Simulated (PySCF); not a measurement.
Compound: C5H12O.
Bonds: C1–C2, C2–C3, C3–O4, C3–C5, C5–C6. Hydrogens: H7, H8, H9 on C1; H10, H11 on C2; H12 on C3; H13 on O4; H14, H15 on C5; H16, H17, H18 on C6.

The same species was optimised twice, with GFN2-xTB and with PBE0-D3(BJ)/def2-SVP (PySCF), and the same property calculations (PySCF, gas phase) were run on both structures.

```json
{"coordinate": "C2–C3 (Å)", "GFN2-xTB": "1.536", "PBE0-D3(BJ)/def2-SVP": "1.525", "change": "-0.011"}
{"coordinate": "C3–C5 (Å)", "GFN2-xTB": "1.536", "PBE0-D3(BJ)/def2-SVP": "1.526", "change": "-0.010"}
{"coordinate": "C5–C6 (Å)", "GFN2-xTB": "1.524", "PBE0-D3(BJ)/def2-SVP": "1.519", "change": "-0.005"}
{"coordinate": "C1–C2 (Å)", "GFN2-xTB": "1.524", "PBE0-D3(BJ)/def2-SVP": "1.519", "change": "-0.005"}
{"coordinate": "C3–O4 (Å)", "GFN2-xTB": "1.411", "PBE0-D3(BJ)/def2-SVP": "1.412", "change": "+0.001"}
{"coordinate": "C2–C3–C5 (°)", "GFN2-xTB": "111.0", "PBE0-D3(BJ)/def2-SVP": "112.5", "change": "+1.5"}
{"coordinate": "C1–C2–C3 (°)", "GFN2-xTB": "111.7", "PBE0-D3(BJ)/def2-SVP": "113.3", "change": "+1.6"}
{"coordinate": "C3–C5–C6 (°)", "GFN2-xTB": "111.7", "PBE0-D3(BJ)/def2-SVP": "113.2", "change": "+1.5"}
{"coordinate": "C2–C3–O4 (°)", "GFN2-xTB": "111.3", "PBE0-D3(BJ)/def2-SVP": "111.4", "change": "+0.1"}
{"coordinate": "O4–C3–C5 (°)", "GFN2-xTB": "111.3", "PBE0-D3(BJ)/def2-SVP": "111.3", "change": "0.0"}
{"coordinate": "C1–C2–C3–O4 (°)", "GFN2-xTB": "-60", "PBE0-D3(BJ)/def2-SVP": "-57", "change": "+3"}
{"coordinate": "C2–C3–C5–C6 (°)", "GFN2-xTB": "-176", "PBE0-D3(BJ)/def2-SVP": "-177", "change": "-1"}
```

Rotational constants: A = 7295, B = 1916, C = 1673 MHz (GFN2-xTB) against A = 7412, B = 1905, C = 1661 MHz (PBE0-D3(BJ)/def2-SVP). Point groups within 0.08 Å: Cs and Cs.

On the GFN2-xTB structure: HOMO (eV) -7.67 [PBE0/pcSseg-1]; LUMO (eV) 1.28 [PBE0/pcSseg-1]; dipole (D) 1.56 [PBE0/pcSseg-1]; GIAO shielding of C1/C6 (mean) (ppm) 173.6 [PBE0/pcSseg-1]; GIAO shielding of C2/C5 (mean) (ppm) 148.6 [PBE0/pcSseg-1]; GIAO shielding of C3 (ppm) 108.6 [PBE0/pcSseg-1]; GIAO shielding of O4 (ppm) 280.6 [PBE0/pcSseg-1].

What do these properties become on the PBE0-D3(BJ)/def2-SVP structure?

```
                                    property          level  on GFN2-xTB  on PBE0-D3(BJ)/def2-SVP  change
                                   HOMO (eV)  PBE0/pcSseg-1        -7.67                    -7.74   -0.07
                                   LUMO (eV)  PBE0/pcSseg-1         1.28                     1.25   -0.03
                                  dipole (D)  PBE0/pcSseg-1         1.56                     1.56    0.00
energy, GFN2-xTB geometry as zero (kcal/mol)  PBE0/pcSseg-1          0.0                     -0.6    -0.6
        GIAO shielding of C1/C6 (mean) (ppm)  PBE0/pcSseg-1        173.6                    171.7    -1.9
        GIAO shielding of C2/C5 (mean) (ppm)  PBE0/pcSseg-1        148.6                    148.3    -0.3
                  GIAO shielding of C3 (ppm)  PBE0/pcSseg-1        108.6                    109.4    +0.8
                  GIAO shielding of O4 (ppm)  PBE0/pcSseg-1        280.6                    280.0    -0.6
```

The heavy atoms differ by 0.026 Å rms after alignment. Among bonds between heavy atoms C2–C3 and C3–C5 change most and about equally (-0.011 to -0.010 Å). Changes are differences of the printed values. Neither structure is proved a minimum here.

Shape of the structure used: `[CH3:1][CH2:2][CH:3]([OH:4])[CH2:5][CH3:6]`: C1–C2–C3–O4 -57°, C2–C3–C5–C6 -177°, H–O4–C3–C2 -62°.
